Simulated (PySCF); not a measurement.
Isomers of C4H8F2, mass 94.059 u with the commonest isotopes. Method: PBE0-D3(BJ)/def2-SVP geometry optimisation, gas phase (PySCF 2.14.0). One conformer each, none proved a minimum here; rigid rotors.

**Question.** Order these by rotational constant B, smallest first.
A. `[CH3:1][CH:2]([CH2:3][F:4])[CH2:5][F:6]` with C1–C2–C3–F4 -59°, C1–C2–C5–F6 -176°
B. `[CH3:1][C@H:2]([F:3])[CH2:4][CH2:5][F:6]` with C1–C2–C4–C5 180°, C2–C4–C5–F6 62°
C. `[CH3:1][CH2:2][CH2:3][CH:4]([F:5])[F:6]` with C1–C2–C3–C4 -177°, C2–C3–C4–F5 61°

**Answer.** C (1745 MHz), B (2028 MHz), A (2789 MHz).

**Question.** Order these by rotational constant A, smallest first.
A. `[CH3:1][CH2:2][CH2:3][CH:4]([F:5])[F:6]` with C1–C2–C3–C4 -177°, C2–C3–C4–F5 61° (CH3CH2CH2CHF2)
B. `[CH3:1][CH:2]([CH3:3])[CH:4]([F:5])[F:6]` with C1–C2–C4–F5 -177° ((CH3)2CHCHF2)
C. `[CH3:1][C@H:2]([F:3])[CH2:4][CH2:5][F:6]` with C1–C2–C4–C5 180°, C2–C4–C5–F6 62°
D. `[CH3:1][CH:2]([CH2:3][F:4])[CH2:5][F:6]` with C1–C2–C3–F4 -59°, C1–C2–C5–F6 -176°

**Answer.** D (4256 MHz), B (4703 MHz), C (6313 MHz), A (7862 MHz).

**Question.** Order these by rotational constant C, largest first.
A. `[CH3:1][C@H:2]([F:3])[CH2:4][CH2:5][F:6]` with C1–C2–C4–C5 180°, C2–C4–C5–F6 62°
B. `[CH3:1][CH2:2][CH2:3][CH:4]([F:5])[F:6]` with C1–C2–C3–C4 -177°, C2–C3–C4–F5 61°
C. `[CH3:1][CH:2]([CH2:3][F:4])[CH2:5][F:6]` with C1–C2–C3–F4 -59°, C1–C2–C5–F6 -176°
D. `[CH3:1][CH:2]([CH3:3])[CH:4]([F:5])[F:6]` with C1–C2–C4–F5 -177° ((CH3)2CHCHF2)

**Answer.** D (2381 MHz), C (2020 MHz), A (1858 MHz), B (1528 MHz).

```json
{"SMILES": "CCCC(F)F", "point group": "C1", "Ia (u·Å²)": "64.28", "Ib (u·Å²)": "289.54", "Ic (u·Å²)": "330.75", "κ": "-0.93", "μa (D)": "1.86", "μb (D)": "0.49", "μc (D)": "0.93"}
{"SMILES": "C[C@H](F)CCF", "point group": "C1", "Ia (u·Å²)": "80.06", "Ib (u·Å²)": "249.25", "Ic (u·Å²)": "272.06", "κ": "-0.92", "μa (D)": "0.66", "μb (D)": "1.64", "μc (D)": "1.09"}
{"SMILES": "CC(CF)CF", "point group": "C1", "Ia (u·Å²)": "118.74", "Ib (u·Å²)": "181.23", "Ic (u·Å²)": "250.25", "κ": "-0.31", "μa (D)": "0.52", "μb (D)": "1.77", "μc (D)": "0.77"}
{"SMILES": "CC(C)C(F)F", "point group": "C1", "Ia (u·Å²)": "107.46", "Ib (u·Å²)": "179.04", "Ic (u·Å²)": "212.25", "κ": "-0.62", "μa (D)": "1.66", "μb (D)": "0.11", "μc (D)": "1.12"}
```
